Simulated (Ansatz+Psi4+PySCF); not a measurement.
**doublet H3S: levels of theory in one basis**

```xyz
4

H     1.2621   -0.2201    0.0000
S     0.0000    0.2231    0.0000
H    -0.5006   -1.1155    0.0000
H    -0.7615   -2.2349    0.0000
```

Basis set: cc-pVTZ on H; cc-pV(T+d)Z on S (spherical functions). Left uncorrelated: 5 orbitals. Correlation on ROHF uses semicanonical orbitals with singles. Charge 0, multiplicity 2.

Computed with Ansatz (development build ahead of 0.2.0) and Psi4 1.11; each method stands on the lowest determinant of its kind that the runs found.

| method | E − E(ROHF) (eV) | <S²> of the determinant |
| --- | --- | --- |
| ROHF | 0.00 | 0.75 |
| UHF | -0.15 | 0.78 |
| ROHF-MP2 | -5.55 | – |
| UHF-MP2 | -5.56 | 0.78 |
| ROHF-CCSD | -6.30 | – |
| UHF-CCSD | -6.31 | 0.78 |

Task: What does ROHF-CCSD(T) give on the same scale?

Result: -6.55 eV.
